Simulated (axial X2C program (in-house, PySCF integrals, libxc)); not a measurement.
## NPO²⁺: properties at the nuclei

Calculated with an in-house all-electron X2C program for linear molecules (integrals from PySCF): two-component X2C with atomic mean-field Coulomb and Gaunt terms, Gaussian nuclei, basis N dyall-av3z, P dyall-v3z, O dyall-av3z with contracted cores.

N–P–O held linear, with bonds 2.028 and 1.433 Å (near the PBE0 minimum at charge 2 of the determinant lowest at the starting distance; the state shown can have its own minimum elsewhere, held linear; other orders of the atoms were not compared).

Determinant lowest in the PBE0 search, Ω = 1 (⟨Sz⟩ = 1.00, ⟨Lz⟩ = 0.00 at PBE0), spin on the atoms N 1.05, P -0.06, O 0.01:

| level | Eeff magnitude (GV/cm) | Ws magnitude P (kHz) | A∥/gI N (MHz) | qzz N (a.u.) | A∥/gI P (MHz) | qzz P (a.u.) | A∥/gI O (MHz) | qzz O (a.u.) |
| --- | --- | --- | --- | --- | --- | --- | --- | --- |
| PBE0 | 0.0907 | 0.0376 | -133 | 1.47 | -186 | -2.06 | -16.6 | 0.19 |
| HF | 0.182 | 0.0815 | -87.5 | 1.77 | -861 | -1.92 | -53 | -0.79 |
| BHandHLYP | 0.109 | 0.0451 | -105 | 1.72 | -239 | -2.39 | -14.5 | 0.04 |

Determinant 1.82 eV from it at PBE0 and this distance, Ω = 0 (closed shell), highest spinor mixed:

```tsv
level	qzz N (a.u.)	qzz P (a.u.)	qzz O (a.u.)
PBE0	1.24	-2.01	0.27
HF	1.89	-2.96	-0.10
BHandHLYP	1.55	-2.40	0.11
```

Eeff is the effective electric field on the electron electric dipole moment in this Ω state and Ws the scalar–pseudoscalar constant of the nucleus named (defined with the proton number Z and per Ω); A∥ (defined per Ω) follows by multiplying with gI = μI/(I μN); qzz is the electric field gradient, eQq0 = 234.96 MHz × Q/barn × qzz. The operators were transformed with the bare-nucleus X2C matrices; with these basis sets, hyperfine constants and field gradients can be off by tens of per cent, and where levels differ in sign neither size nor sign is settled.

Problem. With gI(14N) = 0.4038, Q(14N) = 0.02044 barn (g factors from the IAEA table of nuclear moments by Stone; Q from Pyykkö, Mol. Phys. 2018), turn the PBE0 values of the first state into constants in MHz.

Solution. A∥(14N) = -133 × 0.4038 = -53.7 MHz; eQq0(14N) = 234.96 × (0.02044) × (1.47) = 7.06 MHz.

The molecule was held linear; bending was not examined, so a bent shape may lie lower.

Each state is one determinant with collinear spin, which with several unpaired electrons need not be a pure state. Unrestricted Hartree–Fock can overshoot spin polarisation at the nuclei. A closed determinant beside an open π² or δ² triplet, such as (π1/2)², mixes with its partner pair into the 0⁺ component of the triplet and ¹Σ⁺, so its energy is not that of a level, and 0⁺ can lie lowest. With several open shells hyperfine constants can be off by a factor of several. Where Eeff spreads by more than a factor of two the levels disagree and none is to be relied on. Open-shell Ω = 0 determinants with evenly filled partner blocks cannot be reached by this program, so the Ω shown need not be the lowest component. The search compared states at one distance, so a state with another bond length can lie lower. Where a field gradient or hyperfine factor spreads by more than a factor of two over the levels, a constant derived from it is not to be relied on. PBE0 term energies can be off by some tenths of an eV.
